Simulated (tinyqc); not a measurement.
Worked calculation: extended Hueckel theory, for LiF+. The parameters take no account of the charge, which enters only through the electron count. Computed by tinyqc, a small Python program that keeps every step (integrals from PySCF). Settings: charge = 1, K = 1.5, weighted = 1, multiplicity = 2. Command: `OMP_NUM_THREADS=1 python tinyqc.py 29693 29694 out.jsonl` (the two numbers bound the seeds that draw the settings). One thread of a shared host (Intel(R) Xeon(R) Processor @ 2.60GHz), about 0.01 s of CPU time with the checks.

## Overlaps

Geometry (angstrom):
```
atom         x         y         z
Li    0.000000  0.000000  0.000000
F     0.000000  0.000000  1.343000
```

Parameters chosen for this run:
```
element  shell  Slater exponent   H_ii (eV)
Li          2s         0.650000   -5.400000
Li          2p         0.650000   -3.500000
F           2s         2.425000  -40.000000
F           2p         2.425000  -18.100000
```

Slater orbitals, each expanded in six Gaussians scaled to its exponent.

overlap S, order 1Li 2s, 1Li 2px, 1Li 2py, 1Li 2pz, 2F 2s, 2F 2px, 2F 2py, 2F 2pz:
```
[[1.000000, 0.000000, 0.000000, 0.000000, 0.303878, 0.000000, 0.000000, -0.062439],
 [0.000000, 1.000000, 0.000000, 0.000000, 0.000000, 0.169428, 0.000000, 0.000000],
 [0.000000, 0.000000, 1.000000, 0.000000, 0.000000, 0.000000, 0.169428, 0.000000],
 [0.000000, 0.000000, 0.000000, 1.000000, 0.435818, 0.000000, 0.000000, -0.041204],
 [0.303878, 0.000000, 0.000000, 0.435818, 1.000000, 0.000000, 0.000000, 0.000000],
 [0.000000, 0.169428, 0.000000, 0.000000, 0.000000, 1.000000, 0.000000, 0.000000],
 [0.000000, 0.000000, 0.169428, 0.000000, 0.000000, 0.000000, 1.000000, 0.000000],
 [-0.062439, 0.000000, 0.000000, -0.041204, 0.000000, 0.000000, 0.000000, 1.000000]]
```

## Wolfsberg-Helmholz matrix

diagonal H_ii (eV): [-5.400000, -3.500000, -3.500000, -3.500000, -40.000000, -18.100000, -18.100000, -18.100000]

K = 1.500000

H_ij = K' S_ij (H_ii + H_jj)/2 for i != j (the diagonal keeps H_ii), with K' = K + D^2 + D^4 (1 - K), D = (H_ii - H_jj)/(H_ii + H_jj), K = 1.5.

H (eV), order 1Li 2s, 1Li 2px, 1Li 2py, 1Li 2pz, 2F 2s, 2F 2px, 2F 2py, 2F 2pz:
```
[[-5.400000, 0.000000, 0.000000, 0.000000, -13.190026, 0.000000, 0.000000, 1.283462],
 [0.000000, -3.500000, 0.000000, 0.000000, 0.000000, -3.389764, 0.000000, 0.000000],
 [0.000000, 0.000000, -3.500000, 0.000000, 0.000000, 0.000000, -3.389764, 0.000000],
 [0.000000, 0.000000, 0.000000, -3.500000, -18.542988, 0.000000, 0.000000, 0.824381],
 [-13.190026, 0.000000, 0.000000, -18.542988, -40.000000, 0.000000, 0.000000, 0.000000],
 [0.000000, -3.389764, 0.000000, 0.000000, 0.000000, -18.100000, 0.000000, 0.000000],
 [0.000000, 0.000000, -3.389764, 0.000000, 0.000000, 0.000000, -18.100000, 0.000000],
 [1.283462, 0.000000, 0.000000, 0.824381, 0.000000, 0.000000, 0.000000, -18.100000]]
```

## Orbitals

valence electrons = 7

Solve H C = S C e through S^(-1/2); fill by pairs from the bottom, a degenerate level sharing its electrons equally; each orbital has its largest coefficient positive (the first on a tie).

orbital energies (eV): [-40.062042, -18.107094, -18.107094, -18.101615, -4.805396, -2.948688, -2.948688, 12.550624]

occupations: [2.000000, 2.000000, 2.000000, 1.000000, 0.000000, 0.000000, 0.000000, 0.000000]

coefficients, order 1Li 2s, 1Li 2px, 1Li 2py, 1Li 2pz, 2F 2s, 2F 2px, 2F 2py, 2F 2pz:
```
[[0.028763, 0.000000, 0.000000, -0.009410, 0.853463, 0.000000, 0.000000, 0.636778],
 [0.000000, 0.021891, -0.001617, 0.000000, 0.000000, 0.815976, 0.602707, 0.000000],
 [0.000000, 0.001617, 0.021891, 0.000000, 0.000000, -0.602707, 0.815976, 0.000000],
 [0.029036, 0.000000, 0.000000, -0.002186, -0.522951, 0.000000, 0.000000, 0.997193],
 [0.978003, 0.000000, 0.000000, 0.004368, -0.040036, 0.000000, 0.000000, -0.661706],
 [0.000000, 0.993342, -0.073353, 0.000000, 0.000000, -0.155651, -0.114969, 0.000000],
 [0.000000, 0.073353, 0.993342, 0.000000, 0.000000, 0.114969, -0.155651, 0.000000],
 [0.002688, 0.000000, 0.000000, 0.999283, 0.038493, 0.000000, 0.000000, 0.086590]]
```

sum of one-electron energies = -170.654075 eV

Within a degenerate level the vectors are fixed only up to a rotation; this is one choice.

## Mulliken analysis

P = C n C^T; charge = valence electrons (Li 1, F 7) minus the sum of (P S)_ii on the atom; overlap population = 2 sum P_ij S_ij between two atoms.

charges: [0.937328, 0.062672]

Overlap populations:
```
pair     value
2-1   0.114621
```
